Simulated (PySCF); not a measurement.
**S₂F₄, singlet: data card**

Method: PBE0 in PySCF with S def2-SVP, F def2-SVP; no relativity; density-fitted integrals.

The structure is a minimum.

| Quantity | Value |
| --- | --- |
| Point group | C2v |
| Bond lengths | S–F 1.589 Å (×2), S–F 1.624 Å (×2), S–S 1.892 Å |
| Bond angles | F–S–F 85.9° (×4), F–S–F 104.6°, F–S–F 166.5°, F–S–S 96.8° (×2), F–S–S 127.7° (×2) |
| Lowest empty level | -2.27 eV |
| Zero-point energy | 40.1 kJ/mol |
| Highest occupied level | -8.11 eV |
| Principal polarisabilities | 25.8, 28.8, 48.3 bohr³ |
| Heat capacity Cp at 298.15 K | 90.5 J/(mol K) |
| Enthalpy at 298.15 K above 0 K | 17.36 kJ/mol |
| Entropy at 298.15 K and 1 bar | 318.6 J/(mol K) |
| Rotational symmetry number | 2 |
| Principal quadrupole moments (Buckingham, traceless) about the centre of mass | -4.79, 1.57, 3.22 D Å |
| Atomisation energy without zero-point energy | 1372 kJ/mol |
| Rotational constants | 0.1062, 0.08035, 0.06783 cm⁻¹ |
| Dipole moment | 0.23 D |

Harmonic modes (masses in u: S 31.972, F 18.998):
| symmetry | ω (cm⁻¹) | IR (km/mol) | type |
| --- | --- | --- | --- |
| b1 | 176 | 0.0 | bend |
| a1 | 210 | 0.1 | bend |
| b2 | 369 | 1.6 | bend |
| b1 | 473 | 11.8 | bend |
| a1 | 482 | 26.0 | bend |
| a2 | 502 | 0.0 | bend |
| b2 | 564 | 17.6 | bend |
| a1 | 578 | 17.8 | stretch |
| a1 | 671 | 1.7 | stretch |
| b1 | 882 | 184 | mixed |
| b2 | 886 | 378 | stretch |
| a1 | 910 | 436 | mixed |

In C2v the vibrations span 3b1 + 5a1 + 3b2 + a2. The a2 mode carries no infrared intensity, as symmetry demands.

Charges (e):
```
atom  Mulliken  Löwdin  polar tensor  Mayer order to S1
  S1      1.23    1.15          2.79                  –
  S2     -0.09   -0.17         -0.30               1.64
F3,5     -0.32   -0.28         -0.63               0.83
F4,6     -0.25   -0.21         -0.62               0.92
```

Mulliken populations on S1: s 5.35, p 8.68, d 0.73.

Outer orbital energies (eV). occupied: -13.98, -13.03, -12.81, -12.48, -12.08, -12.06, -9.22, -8.11; empty: -2.27, -1.73, 1.43, 1.75.

Other isomers or separated fragments may lie lower.

The final relaxation and frequency run took of the order of 5 core-minutes on a shared host.
